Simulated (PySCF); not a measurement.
# C4H7OS: g tensor and hyperfine couplings

C4H7OS (doublet state).
Z-matrix (Å and degrees, GFN2-xTB geometry), rows numbered from 1:
```
C 
C   1  1.5195
O   2  1.4105  1  108.33
C   3  1.4105  2  113.49  1   179.96
C   4  1.4547  3  113.02  2   179.97
S   5  1.5711  4  135.51  3     0.06
H   1  1.0865  2  109.94  3   179.91
H   1  1.0864  2  109.82  3   -59.70
H   1  1.0864  2  109.81  3    59.54
H   2  1.1022  1  110.42  3  -120.38
H   2  1.1022  1  110.40  3   120.36
H   4  1.1059  3  110.60  2   -58.94
H   4  1.1059  3  110.60  2    58.88
```

The hyperfine couplings belong to this conformer and change with its torsions.

As a line formula: `CCOC[C]=S` [radical].

Theory: PySCF, UKS B3LYP, pcH-1 on C H O S, non-relativistic, mean-field spin-orbit, GIAO. The structure is a single GFN2-xTB conformer in the gas phase; no vibrational or solvent corrections. Couplings are sensitive to structure, and on GFN2-xTB geometries they can be far from those on DFT ones. No stability test was run, so a lower SCF solution isn't excluded.

```
g1, g2, g3                      : 1.97442, 2.00168, 2.00973
g_iso                           : 1.99528
Form of g                       : rhombic: the two nearest values differ by 23 % of g3 − g1
⟨S²⟩                            : 0.7543 (exact 0.7500)
α and β electrons               : 28, 27
HOMO–LUMO gap, α and β orbitals : 3.28, 5.15 eV
Total energy                    : -629.98841 Eh
Basis functions                 : 230
```

Hyperfine couplings atom by atom, in 10⁻⁴ cm⁻¹; T1 to T3 are the principal values of the dipolar part; ρ(0) is the spin density at the nucleus (1 × 10⁻⁴ cm⁻¹ = 2.998 MHz):

```csv
atom,isotope,a_iso,of which spin–orbit,T1,T2,T3,Mulliken spin population,ρ(0) (bohr⁻³)
C1,13C,0.7,0.0,-0.1,-0.1,0.3,0.00,0.0020
C2,13C,0.9,0.0,-0.4,-0.3,0.7,0.01,0.0023
O3,17O,-8.4,0.0,-3.3,1.6,1.8,0.02,0.0415
C4,13C,31.3,0.0,-1.9,-1.6,3.5,0.00,0.0837
C5,13C,91.3,-0.5,-17.7,-16.0,33.7,0.59,0.2447
S6,33S,3.0,-0.3,-14.6,-13.1,27.7,0.38,0.0295
H7,1H,0.8,0.0,-0.2,-0.1,0.3,0.00,0.0005
H8,1H,0.0,0.0,-0.3,-0.2,0.4,0.00,0.0000
H9,1H,0.0,0.0,-0.3,-0.2,0.4,0.00,0.0000
H10,1H,-0.1,0.0,-0.4,-0.3,0.7,0.00,-0.0001
H11,1H,-0.1,0.0,-0.4,-0.3,0.7,0.00,-0.0001
H12,1H,-0.2,0.0,-2.1,-1.3,3.5,0.00,-0.0001
H13,1H,-0.2,0.0,-2.1,-1.3,3.5,0.00,-0.0001
```

The largest Mulliken spin populations are on C5 (+0.59) and S6 (+0.38).

The SMILES `CCOC[C]=S` draws the unpaired electron on C5, whose computed spin population is only +0.59.

The 17O coupling of O3 (-25.2 MHz) shows only in satellite lines or after enrichment, since that isotope makes up about 0.038 % of natural oxygen.

The 13C coupling of C5 (273.7 MHz) shows only in satellite lines or after enrichment, since that isotope makes up about 1.07 % of natural carbon.
